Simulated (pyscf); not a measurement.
PySCF, gas phase, ωB97X-D3(BJ)/def2-SVP geometries.

**Question.** Estimate by transition-state theory the rate constant of CH₄ (SMILES C) + H₃C–Al(NH₂)–NH₂ (SMILES [CH3][Al]([NH2])[NH2]) → H₃C–Al(CH₃)–NH₂ (SMILES [CH3][Al]([CH3])[NH2]) + NH₃ (SMILES N) (singlet surface; C–H, Al–N broken, Al–C, H–N formed) at 900 K, with ωB97M-D3(BJ)/def2-TZVP energies (ideal gas, 1 atm, RRHO with modes under 100 cm⁻¹ raised to 100, one conformer, R ln 2 for chiral ones without a mode under 150 cm⁻¹; no tunnelling).

**Answer.** The electronic barrier is 32.5 kcal/mol and the thermal terms add +26.6, so ΔG‡ = 59.2 kcal/mol. With k_BT/h = 1.88e+13 s⁻¹ and RT = 1.788 kcal/mol, and a volume of 1.23e-19 cm³ per molecule at 1 atm, k = 9.8e-21 cm³ molecule⁻¹ s⁻¹. Wigner's tunnelling factor for 1486i cm⁻¹ would be 1.24. A shift of 1 kcal/mol in the barrier changes k by a factor 1.7. On the product side the descent ends in an adduct with a Al–N contact, 23.7 kcal/mol under the separated species and 33.2 kcal/mol under the saddle at ωB97X-D3(BJ)/def2-TZVP. What is counted as broken (Al–N) persists as a longer contact in the product adduct; parting that adduct is a step of its own. At the saddle there is also a short Al–H contact that neither side keeps. One saddle was located; it need not be the lowest between these sides.
